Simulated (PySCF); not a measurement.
**Identify the compound**

Molecular formula: C6H12. Simulated spectra:

¹H NMR (500 MHz, computed): δ 4.95 (t, J = 1.6 Hz, 2H), 2.09 (m, 4H), 0.99 (m, 6H).

¹³C{¹H} NMR (computed): δ 157.6 (C), 114.3 (CH2), 30.9 (CH2), 14.6 (CH3).

Computational details: PBE0-D3(BJ)/def2-SVP geometry, J couplings at B3LYP/pcJ-1 (without the spin–dipole term), shieldings: GIAO B97-2/pcSseg-1, in PySCF 2.14 (a single conformation, non-relativistic Hamiltonian, averaged over atoms made equivalent by symmetry, fast rotation or ring inversion, gas phase).

Scale: TMS for ¹H and ¹³C (reference shieldings calculated alike).

Problem. Deduce the structure.

Solution. 
- The formula gives 1 degree of unsaturation (no ring in the answer).
- 4 carbon signals for 6 carbons: some carbons are equivalent by symmetry or fast rotation.
- Carbon types of the structure: 1 × C, 3 × CH2, 2 × CH3, which accounts for all hydrogens.
- δC 157.6: fully substituted alkene carbon; the olefinic region.
- δC 114.3: terminal =CH2 carbon; the olefinic region.
- δC 30.9: allylic sp3 CH2; aliphatic region, no heteroatom directly attached.
- δC 14.6: methyl carbon; aliphatic region, no heteroatom directly attached.
- δH 4.95: hydrogen on a terminal =CH2 carbon; attached to an sp2 carbon and in the plane of the double bond.
- δH 2.09: hydrogen on an allylic sp3 CH2; allylic position.
- δH 0.99: hydrogen on a methyl carbon.

The compound is 2-ethyl-1-butene.

The shifts were computed for this structure.

Multiplet labels drop couplings under 1 Hz and merge nearly equal ones. Couplings among chemically equivalent protons are left out too, so labels in AA′BB′ or AA′XX′ sets are apparent multiplicities. Unscaled 3J(H,H) at this level run about 10 % above measured values. Shifts are as computed. Against solution values, carbons near 30 ppm lie about +1 ppm off and those near 130 ppm about +2 ppm. Of 1211 compounds with measured shifts, 218 miss one by over three times the rms of a fit or turn the order of signals round; such compounds aren't used in these exercises.
